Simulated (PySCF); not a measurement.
**Assigning NMR signals**

Numbering as in the mapped SMILES `[CH3:1][CH2:2][S:3](=[O:4])(=[O:5])[OH:6]`. Hydrogens are named by the atom that carries them.

Theory: shieldings: GIAO B97-2/pcSseg-2, geometry from PBE0-D3(BJ)/def2-TZVP, in PySCF (fast rotation and ring inversion assumed for equivalent nuclei, non-relativistic, gas phase, one computed conformer).

Referencing at the same level of theory: 13C and 1H against TMS.

Task: Assign these signals to the numbered atoms. 13C{1H} NMR (computed): δ 51.3, 11.0.

Result: 
| δ (ppm) | atoms | environment | reason |
| --- | --- | --- | --- |
| 51.3 | C2 | sp3 CH2 bonded to S | – |
| 11.0 | C1 | methyl carbon | a saturated carbon with 1 carbon neighbour and no heteroatom attached |

Task: Assign these signals to the numbered atoms. 1H NMR (300 MHz, computed): δ 4.59 (br s, 1H), 2.81 (q, 2H), 1.40 (t, 3H).

Result: 
4.59 → H(O6), hydrogen on an oxygen bonded to S: exchangeable, gas-phase position
2.81 → H(C2), hydrogen on an sp3 CH2 bonded to S
1.40 → H(C1), hydrogen on a methyl carbon

OH and NH positions are those of a molecule without intermolecular hydrogen bonds; in solution they move with solvent, concentration and temperature, and exchange usually removes their couplings. Shifts are as computed. Against solution values, carbons near 30 ppm lie about +3 ppm off and those near 130 ppm about +7 ppm. Of 1211 compounds with measured shifts, 218 miss one by over three times the rms of a fit or turn the order of signals round; such compounds aren't used in these exercises. No couplings were computed; multiplicities are counted from neighbouring protons, with m where these are inequivalent, close in shift, in a saturated or five-membered ring or joined by F or P, and br s for small geminal =CH2 splittings.
